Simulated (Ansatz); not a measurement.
`CSCF` → `[CH2]` (triplet) + `FCS` at 600 K and 1 bar (formal loss of a carbene).

Program: Ansatz. Geometries: PBE0-D4/def2-TZVP. ΔE: electronic, gas phase. CBS: MP2 limit from def2 TZ/QZ plus the TZ coupled-cluster correction, frozen cores. This one scheme is used for every species. Triplets are unrestricted, without spin–orbit coupling. Each species was taken in one conformer, which may not be the lowest.

| species | CCSD(T)/CBS energy (Eh) | H − E (kJ/mol) | S (J/(mol·K)) |
| --- | --- | --- | --- |
| `CSCF` | -576.66859 | 228.4 | 378.6 |
| `[CH2]` (triplet) | -39.09499 | 66.5 | 220.8 |
| `FCS` | -537.40796 | 138.0 | 320.3 |

H − E and S are ideal-gas, rigid-rotor, harmonic terms from PBE0-D4/def2-TZVP, for one conformer and one mirror image of each species, with the whole ground term of open shells counted as degenerate. 1 Eh = 2625.50 kJ/mol, R = 8.31446 J/(mol·K).

Question: By hand: ΔE, ΔH, ΔS and ΔG.

Answer: ΔE = (-39.09499) + (-537.40796) − (-576.66859) = 0.16564 Eh = 434.9 kJ/mol. Δ(H − E) = 66.5 + 138.0 − 228.4 = -23.9, so ΔH = 411.0 kJ/mol. ΔS = 220.8 + 320.3 − 378.6 = 162.5 J/(mol·K). ΔG = 411.0 − 600 × (162.5)/1000 = 313.5 kJ/mol.

Question: By hand: the equilibrium constant, and the temperature at which ΔG would vanish if ΔH and ΔS stayed fixed.

Answer: log₁₀ K = −ΔG/(RT ln 10) = -27.3. ΔG = 0 at ΔH/ΔS = 2529 K, far beyond where these terms or the molecules hold.

The number of gas molecules changes by +1, which sets the sign of ΔS. A doubt of 5 kJ/mol in ΔE shifts log₁₀ K by 0.4 here. Other conformers and mirror images would add mixing entropy, several J/(mol·K) or more a flexible species. A triplet takes part, so the spin changes. These are equilibria of isolated gas molecules and say nothing of rates. Largest T1 diagnostic: 0.011 (customary marks: 0.02 for closed shells, 0.045 for open ones).
